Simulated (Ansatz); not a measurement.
This geometry of CH2FSi (5 atoms, charge -1, multiplicity 1) is a first-order saddle point.

Theory: RKS r2SCAN-D4/6-31G* in Ansatz 0.2.0.

```xyz
5
Properties=species:S:1:pos:R:3
F 0.900 -1.547 1.667
C 0.385 -0.676 0.768
Si -0.140 0.309 -0.430
H -1.364 0.133 -1.341
H 0.219 1.781 -0.663
```

Task: Which two structures does it join? (They come from a converged band through this point; their orientation in space is the band's.)

Result: No bond is made or broken. The dihedral F1–C2–Si3–H4 changes from 0 to -180° by way of a nearly straight angle F1–C2–Si3 (up to 174°), not by a turn about the bond. The two ends are copies of one structure, up to a mirror image or an exchange of like atoms.

Image 0:

```xyz
5
Properties=species:S:1:pos:R:3
F 0.589 -1.672 1.404
C 0.751 -0.344 0.989
Si -0.212 0.303 -0.371
H -1.294 -0.027 -1.428
H 0.167 1.739 -0.595
```

Image 8:

```xyz
5
Properties=species:S:1:pos:R:3
F 1.037 -1.129 1.663
C 0.104 -1.125 0.619
Si -0.165 0.352 -0.350
H -1.218 0.068 -1.383
H 0.242 1.833 -0.549
```

Task: How far does it lie above each of them?

Result: 0.80 eV above the first and 0.80 eV above the second. This is the barrier of this one path; another mechanism may lie lower. Limits of this set-up: an anion without diffuse functions, the dipole of an ion depends on the origin.

Run time: 2.3 min on 1 thread of Intel(R) Xeon(R) Platinum 8259CL CPU @ 2.50GHz (Skylake/Cascade Lake), on a shared host, peak memory 0.13 GiB.
